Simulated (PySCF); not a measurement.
Compound: PH3.
SMILES: `P`

Method used: PBE0-D3(BJ)/def2-SVP geometry optimisation, gas phase in PySCF.

Masses are those of the commonest isotopes; rigid-rotor values at the optimised geometry. 

(1) What are A, B and C (MHz)?

(2) What kind of rotor is it?

(3) What does the inertial defect say?

(4) Where do the R-branch lines fall?

Answers

(1) Ia = 3.84, Ib = 3.84, Ic = 4.33 u·Å²; 505379 MHz·u·Å²/I gives A = 131470, B = 131450, C = 116795 MHz.

(2) An oblate symmetric top, as the point group C3v requires two equal moments; the computed ones differ by 0.02 % because the geometry is symmetric only within the optimiser's tolerance; Ray's κ = 0.997.

(3) Not planar: Δ = Ic − Ia − Ib = -3.36 u·Å². For a rigid frame Δ = −2 Σ m c², so Σ m c² = 1.68 u·Å² lies off the ab plane: 1.53 from hydrogen and 0.15 from heavier atoms. The atom farthest from that plane is 0.71 Å away.

(4) The dipole of 0.91 D lies along the symmetry axis, so ΔK = 0 and J+1 ← J falls at 2B(J+1) for every K: 262.92 GHz, 525.84 GHz, 788.76 GHz, 1051.68 GHz, 1314.60 GHz for J = 0 to 4.

Not checked by PBE0-D3(BJ)/def2-SVP frequencies. Constants of a rigid frame at the computed geometry: no zero-point averaging, no centrifugal distortion.

The run took 1.8 s of wall time on Intel Xeon at 2.60 GHz, one thread, shared host with 128 logical CPUs at a one-minute load of 80, and the process peaked at 0.24 GiB of memory. These figures are those of the optimisation.
